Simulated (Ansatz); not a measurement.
This geometry of BH3 + FH (6 atoms, charge 0, multiplicity 1) is a first-order saddle point.

Method: Ansatz 0.2.0, RKS B3LYP-D4/def2-TZVP.

```xyz
6
Properties=species:S:1:pos:R:3
B 0.009 -0.160 0.061
H 0.007 0.190 1.314
H 1.043 0.119 -0.446
H -1.045 0.060 -0.433
F 0.056 -1.736 0.555
H 0.036 -0.877 1.309
```

Which two structures does it join? (They come from a converged band through this point; their orientation in space is the band's.)

Bonds broken: B1–H2, F5–H6. Bonds formed: B1–F5, H2–H6. BH3 + FH becomes BFH2 + H2.

Image 0:

```xyz
6
Properties=species:S:1:pos:R:3
B -0.004 0.223 0.011
H -0.011 0.624 1.137
H 1.026 0.164 -0.578
H -1.035 0.107 -0.570
F 0.056 -1.829 0.721
H 0.074 -1.691 1.639
```

Image 8:

```xyz
6
Properties=species:S:1:pos:R:3
B 0.011 -0.475 -0.579
H 0.016 0.222 2.303
H 1.050 0.110 -0.635
H -1.058 0.052 -0.617
F 0.048 -1.793 -0.483
H 0.038 -0.519 2.371
```

How far does it lie above each of them?

0.50 eV above the first and 1.79 eV above the second. This is the barrier of this one path; another mechanism may lie lower. The orbitals stay closed-shell, which can raise the energy where a bond breaks towards radicals; this wasn't checked here.

Run time: 100 s on 2 threads of Intel(R) Xeon(R) Platinum 8259CL CPU @ 2.50GHz (Skylake/Cascade Lake), with other jobs on the host, peak memory 0.14 GiB.
